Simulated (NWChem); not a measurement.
System: nitrogen (N2); SMILES N#N

Output (shortened):

```
             Northwest Computational Chemistry Package (NWChem) 7.3.0
             --------------------------------------------------------

 ORDER OF PRIMARY AXIS IS BEING SET TO 4
 D4H symmetry detected

                             Geometry "geometry" -> ""
                             -------------------------

 Output coordinates in angstroms (scale by  1.889725989 to convert to a.u.)

  No.       Tag          Charge          X              Y              Z
 ---- ---------------- ---------- -------------- -------------- --------------
    1 N                    7.0000     0.00000000     0.00000000     0.54887900
    2 N                    7.0000     0.00000000     0.00000000    -0.54887900

 Effective nuclear repulsion energy (a.u.)      23.6205841369

      Symmetry information
      --------------------

 Group name             D4h
 Group number             28
 Group order              16
 No. of unique centers     1

  xc_inp: hfexch multiplicative factor not found.

                                 NWChem DFT Module
                                 -----------------

 Summary of "ao basis" -> "ao basis" (spherical)
 ------------------------------------------------------------------------------
       Tag                 Description            Shells   Functions and Types
 ---------------- ------------------------------  ------  ---------------------
 N                         def2-tzvpd               13       37   6s3p3d1f

      Symmetry analysis of basis
      --------------------------

        a1g        13
        a1u         0
        a2g         0
        a2u        13
        b1g         4
        b1u         4
        b2g         4
        b2u         4
        eg         16
        eu         16

            General Information
            -------------------
          SCF calculation type: DFT
          Wavefunction type:  closed shell.
          No. of atoms     :     2
          No. of electrons :    14
           Alpha electrons :     7
            Beta electrons :     7
          Charge           :     0
          Spin multiplicity:     1
          Use of symmetry is: on ; symmetry adaption is: on
          Maximum number of iterations: 150
          AO basis - number of functions:    74
                     number of shells:    26
          Convergence on energy requested:  1.00D-06
          Convergence on density requested:  1.00D-05
          Convergence on gradient requested:  5.00D-04

              XC Information
              --------------
                     Hartree-Fock (Exact) Exchange  1.000

      Superposition of Atomic Density Guess
      -------------------------------------

 Sum of atomic energies:        -108.62311278

      Non-variational initial energy
      ------------------------------

 Total energy =    -109.131668
 1-e energy   =    -193.904823
 2-e energy   =      61.152571
 HOMO         =      -0.430601
 LUMO         =       0.017497

      Symmetry analysis of molecular orbitals - initial
      -------------------------------------------------

 !! scf_movecs_sym_adapt:   16 vectors were symmetry contaminated

  Symmetry fudging

 !! scf_movecs_sym_adapt:   14 vectors were symmetry contaminated

  Numbering of irreducible representations:

     1 a1g         2 a1u         3 a2g         4 a2u         5 b1g
     6 b1u         7 b2g         8 b2u         9 eg         10 eu

  Orbital symmetries:

     1 a1g         2 a2u         3 a1g         4 a2u         5 eu
     6 eu          7 a1g         8 eg          9 eg         10 a1g
    11 a2u        12 a1g        13 b1g        14 b2g        15 eg
    16 eg         17 eu

     ---------------------------------------------
      Total Density - Mulliken Population Analysis
     ---------------------------------------------

    Atom       Charge   Shell Charges
 -----------   ------   -------------------------------------------------------
    1 N    7     7.00   0.82  1.15  0.63  0.88  0.33  0.03  1.31  1.34  0.44  0.02  0.04  0.00  0.01
    2 N    7     7.00   0.82  1.15  0.63  0.88  0.33  0.03  1.31  1.34  0.44  0.02  0.04  0.00  0.01

 !! scf_movecs_sym_adapt:   16 vectors were symmetry contaminated

  Symmetry fudging

 !! scf_movecs_sym_adapt:   16 vectors were symmetry contaminated

   convergence    iter        energy       DeltaE   RMS-Dens  Diis-err
 ---------------- ----- ----------------- --------- --------- ---------
 d= 0,ls=0.0,diis     1   -108.9761816487 -1.33D+02  1.76D-03  8.67D-02

 !! scf_movecs_sym_adapt:    4 vectors were symmetry contaminated

  Symmetry fudging

 !! scf_movecs_sym_adapt:    2 vectors were symmetry contaminated

 d= 0,ls=0.0,diis     2   -108.9875587551 -1.14D-02  7.66D-04  7.21D-03

 !! scf_movecs_sym_adapt:    4 vectors were symmetry contaminated

  Symmetry fudging

 !! scf_movecs_sym_adapt:    4 vectors were symmetry contaminated

 d= 0,ls=0.0,diis     3   -108.9883450730 -7.86D-04  2.58D-04  4.32D-04

 !! scf_movecs_sym_adapt:    4 vectors were symmetry contaminated

  Symmetry fudging

 !! scf_movecs_sym_adapt:    2 vectors were symmetry contaminated

 d= 0,ls=0.0,diis     4   -108.9884169578 -7.19D-05  3.79D-05  4.56D-06

 !! scf_movecs_sym_adapt:    6 vectors were symmetry contaminated

  Symmetry fudging

 !! scf_movecs_sym_adapt:    6 vectors were symmetry contaminated

 d= 0,ls=0.0,diis     5   -108.9884176113 -6.53D-07  5.50D-06  8.05D-08

         Total DFT energy =     -108.988417611262
      One electron energy =     -194.261526477145
           Coulomb energy =       74.754961986115
    Exchange-Corr. energy =      -13.102437257159
 Nuclear repulsion energy =       23.620584136927

 Numeric. integr. density =        0.000000000000

                  Occupations of the irreducible representations
                  ----------------------------------------------

                     irrep           alpha         beta
                     --------     --------     --------
                     a1g               3.0          3.0
                     a1u               0.0          0.0
                     a2g               0.0          0.0
                     a2u               2.0          2.0
                     b1g               0.0          0.0
                     b1u               0.0          0.0
                     b2g               0.0          0.0
                     b2u               0.0          0.0
                     eg                0.0          0.0
                     eu                2.0          2.0

                       DFT Final Molecular Orbital Analysis
                       ------------------------------------

 Vector    5  Occ=2.000000D+00  E=-6.344004D-01  Symmetry=a1g
              MO Center=  7.8D-15, -1.9D-14, -6.1D-15, r^2= 1.3D+00
   Bfn.  Coefficient  Atom+Function         Bfn.  Coefficient  Atom+Function
  ----- ------------  ---------------      ----- ------------  ---------------
     9      0.337043  1 N  pz                46     -0.337043  2 N  pz
    12      0.252674  1 N  pz                49     -0.252674  2 N  pz
     4      0.201763  1 N  s                 41      0.201763  2 N  s
     5      0.153830  1 N  s                 42      0.153830  2 N  s
    15      0.107371  1 N  pz                52     -0.107371  2 N  pz

 Vector    6  Occ=2.000000D+00  E=-6.142605D-01  Symmetry=eu
              MO Center= -7.9D-15,  1.9D-14, -9.3D-16, r^2= 9.0D-01
   Bfn.  Coefficient  Atom+Function         Bfn.  Coefficient  Atom+Function
  ----- ------------  ---------------      ----- ------------  ---------------
     8      0.277962  1 N  py                45      0.277962  2 N  py
    11      0.250652  1 N  py                48      0.250652  2 N  py
     7     -0.124160  1 N  px                44     -0.124160  2 N  px
    10     -0.111961  1 N  px                14      0.111936  1 N  py
    47     -0.111961  2 N  px                51      0.111936  2 N  py

 Vector    7  Occ=2.000000D+00  E=-6.142605D-01  Symmetry=eu
              MO Center=  2.2D-15, -1.3D-15, -9.9D-16, r^2= 9.0D-01
   Bfn.  Coefficient  Atom+Function         Bfn.  Coefficient  Atom+Function
  ----- ------------  ---------------      ----- ------------  ---------------
     7      0.277962  1 N  px                44      0.277962  2 N  px
    10      0.250652  1 N  px                47      0.250652  2 N  px
     8      0.124160  1 N  py                45      0.124160  2 N  py
    11      0.111961  1 N  py                13      0.111936  1 N  px
    48      0.111961  2 N  py                50      0.111936  2 N  px

 Vector    8  Occ=0.000000D+00  E= 1.259560D-01  Symmetry=a1g
              MO Center=  1.5D-16,  3.0D-16, -1.1D-16, r^2= 7.3D+00
   Bfn.  Coefficient  Atom+Function         Bfn.  Coefficient  Atom+Function
  ----- ------------  ---------------      ----- ------------  ---------------
     5      1.822523  1 N  s                 42      1.822523  2 N  s
     6     -1.759656  1 N  s                 43     -1.759656  2 N  s
    15      0.562632  1 N  pz                52     -0.562632  2 N  pz
    28     -0.261144  1 N  d  0              65     -0.261144  2 N  d  0
     4     -0.153046  1 N  s                 41     -0.153046  2 N  s

 Vector    9  Occ=0.000000D+00  E= 1.482139D-01  Symmetry=eg
              MO Center=  9.1D-14,  1.2D-13, -1.4D-14, r^2= 2.2D+00
   Bfn.  Coefficient  Atom+Function         Bfn.  Coefficient  Atom+Function
  ----- ------------  ---------------      ----- ------------  ---------------
    27      0.333485  1 N  d -1              64      0.333485  2 N  d -1
    11      0.258369  1 N  py                29     -0.259150  1 N  d  1
    48     -0.258369  2 N  py                66     -0.259150  2 N  d  1
     8      0.217352  1 N  py                45     -0.217352  2 N  py
    10      0.200778  1 N  px                47     -0.200778  2 N  px

 Vector   10  Occ=0.000000D+00  E= 1.482139D-01  Symmetry=eg
              MO Center=  3.5D-14, -2.7D-14, -4.9D-15, r^2= 2.2D+00
   Bfn.  Coefficient  Atom+Function         Bfn.  Coefficient  Atom+Function
  ----- ------------  ---------------      ----- ------------  ---------------
    29      0.333485  1 N  d  1              66      0.333485  2 N  d  1
    10     -0.258369  1 N  px                27      0.259150  1 N  d -1
    47      0.258369  2 N  px                64      0.259150  2 N  d -1
     7     -0.217352  1 N  px                44      0.217352  2 N  px
    11      0.200778  1 N  py                48     -0.200778  2 N  py

     ---------------------------------------------
      Total Density - Mulliken Population Analysis
     ---------------------------------------------

    Atom       Charge   Shell Charges
 -----------   ------   -------------------------------------------------------
    1 N    7     7.00   0.82  1.15  0.61  0.87  0.33  0.01  1.36  1.36  0.38  0.02  0.06  0.00  0.01
    2 N    7     7.00   0.82  1.15  0.61  0.87  0.33  0.01  1.36  1.36  0.38  0.02  0.06  0.00  0.01

     -------------------------------------------
      Total Density - Lowdin Population Analysis
     -------------------------------------------

    Atom       Charge   Shell Charges
 -----------   ------   -------------------------------------------------------
    1 N    7     7.00   0.90  1.06  0.49  0.50  0.28  0.14  1.24  1.43  0.64  0.02  0.14  0.13  0.03
    2 N    7     7.00   0.90  1.06  0.49  0.50  0.28  0.14  1.24  1.43  0.64  0.02  0.14  0.13  0.03

     Multipole analysis of the density
     ---------------------------------

     L   x y z        total         alpha         beta         nuclear
     -   - - -        -----         -----         ----         -------
     0   0 0 0     -0.000000     -7.000000     -7.000000     14.000000

     1   1 0 0      0.000000      0.000000      0.000000      0.000000
     1   0 1 0     -0.000000     -0.000000     -0.000000      0.000000
     1   0 0 1     -0.000000     -0.000000     -0.000000      0.000000

     2   2 0 0     -7.717850     -3.858925     -3.858925      0.000000
     2   1 1 0     -0.000000     -0.000000     -0.000000      0.000000
     2   1 0 1      0.000000      0.000000      0.000000      0.000000
     2   0 2 0     -7.717850     -3.858925     -3.858925      0.000000
     2   0 1 1     -0.000000     -0.000000     -0.000000      0.000000
     2   0 0 2     -8.646394    -11.854133    -11.854133     15.061871
```

Level: Hartree-Fock/def2-TZVPD. The geometry was optimised at PBE0/def2-SVP.

Problem. Write an input that gives this output.

Solution. This is not unique; one that fits is the input that was run:
```
start job
memory heap 200 mb stack 900 mb global 1100 mb
geometry units angstroms noautoz
  N      0.000000     0.000000     0.548879
  N      0.000000     0.000000    -0.548879
end
basis spherical
  * library def2-tzvpd
end
dft
  xc hfexch
  iterations 150
  mulliken
end
task dft energy
```
